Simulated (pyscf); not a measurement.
PySCF, gas phase, ωB97X-D3(BJ)/def2-SVP geometries.

Question: For F–SnH₃ + hydrogen (H₂) -> SnH₄ + hydrogen fluoride (HF), a four-centre exchange (singlet surface; F–Sn, H–H broken, H–Sn, F–H formed), PBE/def2-TZVP gives ΔE‡ = 30.5 kcal/mol and ΔE = +9.7 kcal/mol (zero: the separated reactants). In which direction and how far do r²SCAN/def2-TZVP, PBE0-D3(BJ)/def2-TZVP, ωB97M-D3(BJ)/def2-TZVP move these?

Answer: r²SCAN: ΔE‡ = 33.3 kcal/mol, ΔE = +11.0 kcal/mol; PBE0-D3(BJ): ΔE‡ = 32.8 kcal/mol, ΔE = +7.4 kcal/mol; ωB97M-D3(BJ): ΔE‡ = 36.0 kcal/mol, ΔE = +8.6 kcal/mol. PBE's barrier lies under all of them, by 2.3 to 5.4 kcal/mol. Its reaction energy lies among theirs. At the saddle there is also a short H–Sn contact that neither side keeps. One saddle was located; it need not be the lowest between these sides. Elements past Kr carry the def2 core potentials, without spin-orbit coupling.
